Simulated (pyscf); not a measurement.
Optimised with ωB97X-D3(BJ)/def2-SVP in PySCF.

Q: Estimate by transition-state theory the rate constant of HO–P(OH)–OH (SMILES OP(O)O) + H₂ (SMILES [H][H]) → HO–PH–OH (SMILES OPO) + H₂O (SMILES O) (singlet surface; O–P, H–H broken, H–P, H–O formed) at 900 K, with ωB97M-D3(BJ)/def2-TZVP energies (ideal gas, 1 atm, RRHO with modes under 100 cm⁻¹ raised to 100, one conformer, R ln 2 for chiral ones without a mode under 150 cm⁻¹; no tunnelling).

A: The electronic barrier is 62.1 kcal/mol and the thermal terms add +30.2, so ΔG‡ = 92.3 kcal/mol. With k_BT/h = 1.88e+13 s⁻¹ and RT = 1.788 kcal/mol, and a volume of 1.23e-19 cm³ per molecule at 1 atm, k = 9.1e-29 cm³ molecule⁻¹ s⁻¹. Wigner's tunnelling factor for 673i cm⁻¹ would be 1.05. A shift of 1 kcal/mol in the barrier changes k by a factor 1.7. On the product side the descent ends in a complex (not fully relaxed), 4.1 kcal/mol under the separated species and 54.6 kcal/mol under the saddle at ωB97X-D3(BJ)/def2-TZVP. At ωB97X-D3(BJ)/def2-TZVP the barrier from the zero used here is 64.1 kcal/mol. One saddle was located; it need not be the lowest between these sides.
